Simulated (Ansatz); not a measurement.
# C2H2O: the cost of one run

Computed with Ansatz 0.2.0, driven from Python. The levels of theory stand in the script.

## (1) The system

Bond lengths: C1–C2 1.268 Å, C1–O3 1.248 Å, C2–O3 1.338 Å, C1–H4 1.026 Å, C2–H5 1.043 Å. Angles: C1–C2–O3 57.2°, C1–C2–H5 160.3°, O3–C2–H5 142.5°, C2–C1–O3 64.2°, C2–C1–H4 151.9°, O3–C1–H4 143.8°, C1–O3–C2 58.6°.

The script holds or builds the structure itself.

## (2) Script

The input, c2h2o_basis.py:

```python
"""Basis-set convergence for C2H2O."""

import ansatz as az

GEOMETRY = """
C    -0.50730   -0.28860   -0.25150
C     0.48400    0.36190    0.19930
O     0.33590   -0.95530    0.38350
H    -1.39770   -0.34630   -0.75790
H     1.13510    1.15460    0.38520
"""

c2h2o = az.Crystal.molecule()
for line in GEOMETRY.strip().splitlines():
    symbol, *xyz = line.split()
    c2h2o = c2h2o.atom(symbol, [float(v) for v in xyz])

calc = c2h2o.calculation().functional("b3lyp")

energies = {}
for basis in ["STO-3G", "6-31G", "6-31G*", "def2-SVP", "def2-SVPD", "def2-TZVP", "def2-TZVPP"]:
    r = calc.basis(gaussian=basis).run(threads=1, backend="cpu").report
    size = r["n_frozen"] + r["n_occupied"][0] + r["n_virtual"][0]
    energies[basis] = (r["reference_energy_ev"] / 27.211386246, r["free_energy_ev"] / 27.211386246)
    print(f"{basis:14s} {size:4d} orbitals  reference {energies[basis][0]:14.6f} Ha  total {energies[basis][1]:14.6f} Ha")

last = energies["def2-TZVPP"][1]
for basis, (_, total) in energies.items():
    print(f"{basis:14s} lies {27.211386 * (total - last):9.4f} eV above def2-TZVPP")
```

## (3) The input behind the calls

The engine receives this input (first run):

```yaml
crystal:
  periodic: [false, false, false]
  atoms:
    - { symbol: C, position_ang: [-0.5073, -0.2886, -0.2515] }
    - { symbol: C, position_ang: [0.484, 0.3619, 0.1993] }
    - { symbol: O, position_ang: [0.3359, -0.9553, 0.3835] }
    - { symbol: H, position_ang: [-1.3977, -0.3463, -0.7579] }
    - { symbol: H, position_ang: [1.1351, 1.1546, 0.3852] }
basis:
  gaussian:
    orbitals: STO-3G
hamiltonian:
  xc: b3lyp
```

## (4) Running it

Run with:

```sh
$ python c2h2o_basis.py
```

What time and memory should one allow on 1 thread of Arm Neoverse V1, shared host?

About 6.8 s, with a peak of 0.21 GiB.
